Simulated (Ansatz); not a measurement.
Input file:

```yaml
crystal:
  periodic: [false, false, false]
  atoms:
    - {symbol: Al, position_ang: [-0.059867, 0.000147, -0.132768]}
    - {symbol: H, position_ang: [0.448722, 0.001802, 1.985772]}
    - {symbol: H, position_ang: [-0.317066, -0.008906, 1.956389]}
    - {symbol: H, position_ang: [0.733301, 1.383310, -0.188797]}
    - {symbol: H, position_ang: [0.737612, -1.380129, -0.199290]}
basis:
  gaussian: {orbitals: 6-31G}
magnetization: {spin_polarized: false, initial_magnetization: 3}
correlation: {active_space: {window: {electrons: 5, orbitals: 5}, states: [{multiplicity: 4, irrep: 12, weights: [1]}]}}
```

```sh
$ ansatz run in.yaml --threads 1 --pin off --events-out ev --progress --plain --max-ram 2393MiB
```

(1) One thing in this input was set wrong on purpose, beside settings that are merely unusual. What is the gravest fault, and what does the program do?

Results:

(1) Irrep not in the group. How the run ends: stopped by an error.
```
466 factors; integrals over basis functions are off by at most 8.5e-8 eV
mean field evaluation 1: about -6635.6687 eV, gradient 8.9e0 eV
mean field evaluation 2: about -6635.6717 eV, gradient 8.9e0 eV
mean field evaluation 4: about -6636.5461 eV, gradient 4.3e-1 eV
mean field evaluation 8: about -6636.5531 eV, gradient 1.1e-2 eV
mean field evaluation 16: about -6636.6682 eV, gradient 2.1e0 eV
mean field evaluation 32: about -6635.9755 eV, gradient 4.8e0 eV
mean field -6636.70480413 eV, -243.8944030318 hartree, gradient 5.9e-6 eV, S^2 3.750000; 2 other end points of the search recorded, 0 dependent functions left out
reference -6636.70480413 eV, -243.8944030318 hartree; 10, 7 occupied and 11, 14 virtual orbitals, 466 factors
Error: the irrep 12 is not accepted for these orbitals, which take A, or 1 to 1
```
